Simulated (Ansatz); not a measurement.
System: zinc-blende HgTe. Method: LDA (Ansatz, a program for electronic structure, PAW).

Run with plane-wave cutoff 520 eV, 10×10×10 k mesh, Fermi–Dirac smearing 0.01 eV, scalar-relativistic PAW data made under PBE.

Computed points:

```json
[
 {"V (Å³/atom)": "31.307", "E − E_lowest (meV/atom)": "20.08", "P (GPa)": "3.43"},
 {"V (Å³/atom)": "31.973", "E − E_lowest (meV/atom)": "8.53", "P (GPa)": "2.15"},
 {"V (Å³/atom)": "32.639", "E − E_lowest (meV/atom)": "2.03", "P (GPa)": "1.00"},
 {"V (Å³/atom)": "33.305", "E − E_lowest (meV/atom)": "0.00", "P (GPa)": "0.00"},
 {"V (Å³/atom)": "33.971", "E − E_lowest (meV/atom)": "1.91", "P (GPa)": "-0.90"},
 {"V (Å³/atom)": "34.637", "E − E_lowest (meV/atom)": "7.32", "P (GPa)": "-1.69"},
 {"V (Å³/atom)": "35.304", "E − E_lowest (meV/atom)": "15.81", "P (GPa)": "-2.38"}
]
```

**Question.** Estimate the bulk modulus from the pressures at 32.639 and 33.971 Å³/atom, and compare it with a fit to all energies.

**Answer.** B = −V dP/dV. Between V = 32.639 and 33.971 Å³/atom, dP/dV = (-0.90 − (1.00))/(33.971 − 32.639) = -1.43 GPa per Å³/atom; at the midpoint 33.305 Å³/atom this gives B ≈ 47.5 GPa. The third-order Birch–Murnaghan fit gives V0 = 33.302 Å³/atom, B0 = 47.5 GPa, B′ = 5.1, which lies within 1 % of that estimate.

Measured, for comparison: bulk modulus 42.3 GPa (temperature not stated, not corrected to a static lattice; as tabulated in Toher et al. (2017), arXiv:1611.05714); equilibrium volume per atom 33.70 Å³/atom (room temperature, not corrected to a static lattice; as tabulated in Cava et al. (2013), arXiv:1302.1059). Computed less measured: bulk modulus +12 %, equilibrium volume per atom -1.2 %. A static lattice is as a rule a little smaller and stiffer than an uncorrected measurement, which can account for part of this in the equilibrium volume per atom.

Spin–orbit coupling is not included; it can shift volumes and moduli of such heavy elements.

Computed values are for the static lattice.

Cost on a shared machine: about 70 core-seconds (a rough figure).
